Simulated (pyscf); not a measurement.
## Routes from `[OH][B]([F])[F]` + `[NH3]`

Candidate steps break at most two bonds and form at most two. Each was searched with GFN2-xTB (tblite) first. PySCF, gas phase, ωB97X-D3(BJ)/def2-SVP geometries. MP2 and CC: frozen core, UHF for open shells. ΔMP2 is the change of the MP2 total energy from the triple- to the quadruple-zeta basis. Energies: CCSD(T)/def2-TZVPP + ΔMP2(QZVPP), kJ/mol, from the separated reactants, singlet surface; ΔG‡ with ideal gas, 1 atm, RRHO with modes under 100 cm⁻¹ raised to 100, one conformer, R ln 2 for chiral ones without a mode under 150 cm⁻¹.

| products | type | ΔE‡ | ΔE | ΔG‡ 298 K | ΔG‡ 900 K | ν‡ (cm⁻¹) |
|---|---|---|---|---|---|---|
| H₂O + H₂N–B(F)–F | four-centre exchange | 72.5 | +16.2 | 113.5 | 206.9 | 1273i |
| H₂N–B(OH)–F + HF | four-centre exchange | 89.5 | +36.2 | 129.7 | 221.1 | 955i |

Row 1: On the reactant side the descent ends in an adduct with a B–N contact, 62.5 kJ/mol under the separated species and 126.6 kJ/mol under the saddle at ωB97X-D3(BJ)/def2-TZVP. Row 2: On the reactant side the descent ends in an adduct with a B–N contact, 60.4 kJ/mol under the separated species and 139.8 kJ/mol under the saddle at ωB97X-D3(BJ)/def2-TZVP. On the product side the descent ends in a complex, 27.3 kJ/mol under the separated species and 68.3 kJ/mol under the saddle at ωB97X-D3(BJ)/def2-TZVP. 

Plain bond fissions and candidates not yet searched are not listed, and one of them may be faster. Each barrier is that of the saddle found; lower ones may exist. The CCSD(T) − MP2 part came from Ansatz, without density fitting, on the same reference.
